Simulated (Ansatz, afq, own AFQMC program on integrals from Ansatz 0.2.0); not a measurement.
# SiH₂, triplet in cc-pVDZ, levels against full CI

```yaml
atoms:
  - { symbol: Si, position_ang: [0.0000, -0.1208, 0.0000] }
  - { symbol: H, position_ang: [0.0000, 1.6825, -3.0425] }
  - { symbol: H, position_ang: [0.0000, 1.6825, 3.0425] }
```

Basis cc-pVDZ. Only valence electrons are correlated. Integrals, coupled cluster, full CI and functionals: Ansatz 0.2.0; the random walks run on the same integrals in our own AFQMC program. The CISD trial takes its coefficients from CCSD amplitudes. Released means that phaseless walkers are propagated on without the constraint, phases kept. ± is one standard error of the sampling.

Determinant: ROHF, the one that the program's search chose, which needn't be the lowest solution. The geometry is a point of a scan.

Full CI on the same integrals is exact in this basis and with this determinant's frozen core.

Cautions: lower spins were not checked; a spin-contaminated unrestricted determinant lies lower (UHF 2.79 eV lower, ⟨S²⟩ 2.99); the search met a lower determinant of the same kind, perhaps of another symmetry (1.05 eV lower); strong correlation (T1 0.313, weight of the determinant 0.36, largest double 0.15); the CCSD(T) amplitudes may be one of several solutions (largest double 0.15); the CCSDT(Q) amplitudes may be one of several solutions (largest double 0.44); the CCSDTQ amplitudes may be one of several solutions (largest double 0.52); the released energies have errors that jump between times, so the bars are unsure, so no released level is given (meV from the phaseless value at times in 1/Eh: -11 ± 6 at 0.24, -9 ± 4 at 0.51, -1026 ± 1005 at 0.99, -29 ± 4 at 1.62, -35 ± 6 at 2.40); the next higher spin lies close (full CI puts it 109 meV above).

The T1 diagnostic is 0.3135, the weight of the determinant in the CISD state is 0.358 and the size of the correlated space is 6 electrons in 23 orbitals.

| level | correlation energy (eV) |
| --- | --- |
| MP2 | -2.5352 |
| CCSD | -4.4819 |
| CCSD(T) | -4.6300 |

Task: Estimate where full CI lies against CCSD(T) on the same integrals.

Result: 1.3 kJ/mol below CCSD(T).

Reference: full CI, correlation energy -4.644 eV. The cautions show a poor starting determinant, so the rows tell how each method copes with it here, and full CI is the sure value.

```csv
level,E − E(reference) (kJ/mol),share of correlation (%)
CCSD(T),1.3,99.70
CCSDT,2.4,99.45
CCSDT(Q),0.6,99.87
CCSDTQ,0.5,99.88
ph-AFQMC/HF,120.1 ± 3.5,73.19
ph-AFQMC/CISD,8.9 ± 0.5,98.02
```

CCSDT and higher add their correlation energy to the determinant of the CCSD(T) run, since their own runs factorise the integrals more tightly (a shift of under 2 meV).
